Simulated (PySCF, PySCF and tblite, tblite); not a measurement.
# C4H6S: a path driven as rotation about a bond, and NMR exchange

The task here is to estimate one member of a computed series from the others.

Programs: PySCF 2.14.0 with density-fitted response routines of our own, and tblite 0.8.0. All values are computed, except where a source is named. Atoms count from 0 throughout.

### The molecule as given

11 atoms, charge 0, multiplicity 1; geometry from: force field or distance geometry start.

Bonds of the start (Å): C0–C1 1.34, C0–H5 1.10, C0–H6 1.08, C1–C2 1.51, C1–C3 1.49, C2–H7 1.10, C2–H8 1.09, C2–H9 1.09, C3–H10 1.11, C3–S4 1.67.

Set-up of the first run:

What the job is given:

```
{"job": {"xc": "GFN2-xTB", "basis": "xTB", "kind": "relax"}, "charge": 0, "multiplicity": 1}
C     -0.519200    -1.295300    -0.540200
C     -0.124900    -0.099500    -0.076300
C      1.290400     0.142400     0.404500
C     -1.143500     0.992700    -0.032700
S     -0.922000     2.557500     0.520400
H     -1.548300    -1.474900    -0.881100
H      0.157800    -2.130600    -0.605300
H      1.299100     0.442600     1.460500
H      1.909900    -0.752900     0.306600
H      1.750100     0.934200    -0.187600
H     -2.144000     0.686600    -0.394800
```

The run is started by

```console
> OMP_NUM_THREADS=1 python ens_run.py task.json out
```

The driver reads the study from task.json and runs its stages one after another.

Among the steps run: GFN2-xTB relaxation, start minimum; Relaxed scan, rotation; Nudged elastic band, leg 1; Saddle search, leg 1; DFT refinement, start: B3LYP-D3(BJ)/def2-SVP; Shieldings, start: PBE0/pcSseg-1; Shieldings, saddle of leg 1: PBE0/pcSseg-1; Shieldings, end: PBE0/pcSseg-1; Kinetics and line shapes; Single-point energy, saddle of leg 1: PBE0/pcSseg-1; Second level: PBE0/pcSseg-1; Shieldings, start: PBE0/aug-cc-pVDZ; Single-point energy, saddle of leg 1: PBE0/aug-cc-pVDZ; Shieldings, end: PBE0/aug-cc-pVDZ; Second level: PBE0/aug-cc-pVDZ + D3(BJ).

One of the session's tables, all rows but one given; the rest of the session is left out.

Barriers by level (kcal/mol; entropies in cal/(mol K)). Zero-point and thermal terms come from xTB in every row. ΔG‡ leaves symmetry out; the rate counts equivalent paths (a factor of 2); effective ΔG‡, where given, is the barrier that would give that rate by Eyring's equation alone:

```
                    level   ΔE‡  with zero-point   ΔH‡  ΔG‡ (298 K)  ΔE of reaction
                 GFN2-xTB  7.09             6.61  6.26         6.93            0.88
    B3LYP-D3(BJ)/def2-SVP     ?                ?     ?            ?               ?
   PBE0/pcSseg-1 + D3(BJ)  9.63             9.14  8.80         9.47            3.71
PBE0/aug-cc-pVDZ + D3(BJ)  9.66             9.17  8.83         9.50            4.02
```

Q: Estimate the row for B3LYP-D3(BJ)/def2-SVP from the others.

**Answer.** ΔE‡: 10.10; with zero-point: 9.62; ΔH‡: 9.27; ΔG‡ (298 K): 9.94; ΔE of reaction: 3.63. In the column «ΔE‡» it is the highest.
